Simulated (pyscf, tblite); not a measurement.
O=CH–OH + H• → HO–CH•–OH: energy along the mass-weighted descent from the GFN2-xTB with spin polarisation saddle (tblite), relative to the relaxed reactant side, a complex of the molecules.

(s (amu^1/2 bohr), E (kcal/mol)): (-2.45, 0.4); (-2.30, 0.5); (-2.09, 0.7); (-1.84, 1.0); (-1.45, 2.0); (-0.360, 9.0); (1.20, -3.4); (2.38, -4.2); (2.57, -4.4); (2.72, -4.5); (2.85, -4.6)

Question: The GFN2-xTB with spin polarisation barrier from the reactant side is 0.50 eV. What does ωB97X-D3(BJ) (PySCF) give from its own reactant-side minimum, in def2-SVP and in def2-TZVP?

Answer: 0.65 eV in the double-zeta basis after reoptimising the saddle, and 0.63 eV in the triple-zeta single point, so the tight-binding barrier lies 0.13 eV under the latter. The imaginary mode goes from 1569i to 1827i cm⁻¹.
